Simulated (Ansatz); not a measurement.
A basis-limit estimate, worked out

An elementary step of SiH$_{7}$OF, singlet (SiH₄ + H₂O + HF → SiH₄O ([OH][SiH3]) + HF + H₂; Si–H, H–O, H–F broken or loosened, Si–O, H–H, H–F formed or tightened). “Start” and “end” are the PBE0-D4/def2-TZVP structures reached by relaxing down either side of its saddle point, with the molecules still in contact.

Ansatz 0.2.0; basis: def2-TZVPP and def2-QZVPP; cores frozen in the correlated methods.

Energies in eV:

| quantity | end | start |
| --- | --- | --- |
| Hartree–Fock, triple zeta (X = 3) | -12719.08460 | -12718.51640 |
| Hartree–Fock, quadruple zeta (X = 4) | -12719.58819 | -12718.99818 |
| MP2 correlation, X = 3 | -18.59375 | -18.56801 |
| MP2 correlation, X = 4 | -20.16381 | -20.13284 |
| CCSD(T) correlation, X = 3 | -20.03516 | -20.08040 |

Work out the step energy at the basis limit: extrapolate Hartree–Fock as E(X) = E∞ + A exp(−7.88 √X) and the MP2 correlation as E(X) = E∞ + B X^−2.97 (the exponents that Neese and Valeev fitted for def2-TZVPP and QZVPP), then add CCSD(T) − MP2 in triple zeta.

Each step is linear, so take the differences first (end − start): Hartree–Fock -0.56820 (X = 3) and -0.59001 (X = 4); MP2 correlation -0.02574 and -0.03097; CCSD(T) correlation 0.04524.
Two points give E∞ = E(4) + w [E(4) − E(3)], with w = 1/(exp(7.88 (2 − √3)) − 1) = 0.1377 for Hartree–Fock and w = 1/((4/3)^2.97 − 1) = 0.7407 for the correlation.
Hartree–Fock: -0.59001 + 0.1377 × (-0.02181) = -0.5930 eV.
MP2 correlation: -0.03097 + 0.7407 × (-0.00523) = -0.0348 eV.
CCSD(T) − MP2: 0.04524 − (-0.02574) = 0.0710 eV.
Sum: -0.5930 + (-0.0348) + 0.0710 = -0.5568 eV, or -12.84 kcal/mol. Plain CCSD(T) in triple zeta gives -0.5230 eV, so the larger basis shifts the result by -0.0338 eV.

No T1 diagnostic of these runs exceeds 0.012.

Labels in which every atom is bracketed show which atoms are joined, not bond orders.

For scale, one of the runs: CCSD(T)/def2-TZVPP, 202 basis functions (an equivalent command: `ansatz run in.yaml --threads 4`). The run took 44 s on 4 CPU threads (shared host), with 2.5 GiB of host memory at its peak.
